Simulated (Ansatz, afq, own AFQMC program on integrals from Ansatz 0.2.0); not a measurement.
## Where AFQMC and coupled cluster stand for CH$_{2}$Ge, triplet

```yaml
atoms:
  - { symbol: Ge, position_ang: [0.0000, -0.0446, 0.2902] }
  - { symbol: C, position_ang: [0.0000, 0.1823, -1.6010] }
  - { symbol: H, position_ang: [0.0000, 1.5086, 0.6403] }
  - { symbol: H, position_ang: [0.0000, -0.4689, -2.4762] }
```

Connectivity, by distances: GeH–CH.

Basis cc-pVDZ. Only valence electrons are correlated. Ansatz 0.2.0 and our own AFQMC program on the same integrals; the CISD trial comes from CCSD amplitudes, and released means the phaseless constraint is let go. ± is one standard error of the sampling. No spin–orbit coupling.

Determinant: UHF, the one that the program's search chose, which needn't be the lowest solution. The geometry is a PBE0/def2-TZVP stationary point of this or a neighbouring charge and spin state.

No full CI on the walks' own integrals is used here; CCSDT(Q) serves as the reference and is uncertain by about the last step of the cluster series.

Cautions: no relativity below Rb; no spin-orbit coupling; inner d shell frozen; lower spins were not checked; the determinant is a saddle point among determinants of its kind.

* T1 diagnostic: 0.0335
* weight of the determinant in the CISD state: 0.863
* ⟨S²⟩ of the determinant: 2.022
* size of the correlated space: 10 electrons in 36 orbitals

```tsv
level	correlation energy (eV)
MP2	-4.4178
CCSD	-5.4625
CCSD(T)	-5.6247
```

Estimate where phaseless AFQMC with a CISD trial lies against CCSD(T) on the same integrals.

45.7 ± 17.1 meV below CCSD(T).

Reference: CCSDT(Q), correlation energy -5.680 eV. The released energy is read at 1.50 1/Eh (meV from the phaseless value at times in 1/Eh: -4 ± 14 at 0.24, 7 ± 11 at 0.50, 6 ± 13 at 1.00, -12 ± 12 at 1.50).

| level | E − E(reference) (meV) | share of correlation (%) |
| --- | --- | --- |
| CCSD(T) | 55.2 | 99.03 |
| CCSDT | 11.7 | 99.79 |
| ph-AFQMC/HF | -86.2 ± 35.3 | 101.52 |
| ph-AFQMC/CISD | 9.6 ± 17.1 | 99.83 |
| released AFQMC | -2.8 ± 12.0 | 100.05 |

A walk keeps the symmetry of its determinant, which the program's search chose and which needn't be the lowest solution, so a lower state of the same spin and another symmetry isn't excluded. Released energies are given only where the last usable release times agree within the noise; a slower fall can still hide under it.
